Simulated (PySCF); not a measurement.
Species: nitrosoethylene, C₂H₃NO.
Geometry (PBE0-D3(BJ)/def2-TZVP, Å), atoms numbered from 1 in this order:
```xyz
7
C2H3NO angstrom
C     -1.0182   -0.1515   -0.2936
C      0.1751    0.3083    0.0660
N      1.2040   -0.6515    0.2550
O      2.2607   -0.1751    0.5807
H     -1.8612    0.5067   -0.4594
H     -1.1583   -1.2185   -0.4264
H      0.4319    1.3526    0.2280
```

Linear response at PBE0/aug-cc-pVTZ (PySCF, frozen core in the response, non-relativistic). Geometry: PBE0-D3(BJ)/def2-TZVP, one conformer, isolated molecule.

Static isotropic polarisability: 41.08 au (6.09 Å³), principal values 26.0, 34.9, 62.3 au.

Problem. What is the polarisability at 1064 nm and at the sodium D line?

Solution. 41.79 au at 1064 nm (+1.7 %), 42.97 au at 589.3 nm (+4.6 %). The lowest singlet lies at 822 nm (f = 0.000), near or inside this range; the response is undamped and has a pole at each allowed excitation.

Problem. What is the isotropic C6 coefficient between two such molecules, C6 = (3/π)∫α(iω)² dω?

Solution. 626.3 au (Eh·bohr⁶) by a ten-point quadrature over imaginary frequencies, which is 374 eV·Å⁶ or 36.1 J·nm⁶/mol.

Problem. Which effective excitation energy ω̄ makes London's formula C6 = (3/4)α²ω̄ exact here?

Solution. ω̄ = 4·C6/(3α²) = 0.495 Eh = 13.5 eV.

Problem. How many electrons N does the Slater–Kirkwood formula C6 = (3/4)·√N·α^(3/2) need to give this C6?

Solution. N = (4·C6/3)²/α³ = 10.1; the species has 30 electrons in all.

Problem. The lowest 10 singlets have (eV, f): 1.51, 0.000; 5.17, 0.000; 5.64, 0.231; 5.91, 0.075; 6.22, 0.048; 6.42, 0.000; 6.47, 0.001; 6.98, 0.010; 7.33, 0.024; 7.38, 0.001. What share of the static polarisability do they carry in the sum over states α = Σ f/ω²?

Solution. 8.48 au, 20.6 % of α; the largest term, 5.37 au, is that of the state at 5.64 eV. Their oscillator strengths add up to 0.39. Higher states carry the rest.

Problem. How anisotropic is the static polarisability, by Δα² = ½[(α1 − α2)² + (α2 − α3)² + (α3 − α1)²]?

Solution. Δα = 32.8 au, or 0.80 of the isotropic value.

Problem. What three-body coefficient follows from the one-pole estimate C9 = (3/4)·α·C6?

Solution. 19300 au. This is an estimate from the two numbers above, not a computed integral.
